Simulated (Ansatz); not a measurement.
Cartesian coordinates in Å:
```
B 0.402 0.096 0.463
H -0.402 -0.096 -0.463
```

Charge 0, multiplicity 1.

List the ωB97M-V/def2-TZVPP orbital energies in eV (the Gaussian-basis code of Ansatz). (Estimate.)

The calculation gave: Occupied: -190.25, -15.95, -8.91. Lowest empty: -0.26, -0.26, 2.98, 4.70, 5.54, 5.54, 5.82, 12.68.
